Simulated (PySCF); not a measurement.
# C2H4F3N (2,2,2-Trifluoroethylamine): the cost of one run

The runs use PySCF 2.14.0, with density-fitted response routines of our own; the level of theory stands in each step. All values are computed, except where a source is named. Atoms count from 0, in the outputs and in this text.

### 1 The molecule as given

10 atoms, charge 0, multiplicity 1; geometry from: MMFF94s.

Bonds of the start (Å): N0–C1 1.48, C1–C2 1.54, C2–F3 1.35, C2–F4 1.35, C2–F5 1.35, N0–H6 1.02, N0–H7 1.02, C1–H8 1.10, C1–H9 1.10.

### 2 Geometry optimisation at PBE0-D3(BJ)/def2-SVP

What the job is given:

```
{"job": {"xc": "PBE0", "basis": "def2-SVP", "d3": "d3bj", "grid": 1, "kind": "geom"}, "charge": 0, "multiplicity": 1}
N     -1.481981     0.027421     0.122916
C     -0.088685     0.527556     0.109478
C      1.037811    -0.525375     0.072018
F      0.904531    -1.332805    -1.006214
F      2.246071     0.076911    -0.018268
F      1.046358    -1.299955     1.177000
H     -2.123801     0.806314    -0.020178
H     -1.617576    -0.611928    -0.662437
H      0.024644     1.173976    -0.768074
H      0.052628     1.157885     0.993759
```

On the command line:

```console
$ OMP_NUM_THREADS=1 python probes_run.py task.json out
```

The driver reads the jobs from task.json and runs them one after another.

Q: Estimate the wall time and peak memory of this first job on 1 thread of Arm Neoverse V2, shared host.

About 25 s, with a peak of 0.42 GiB.
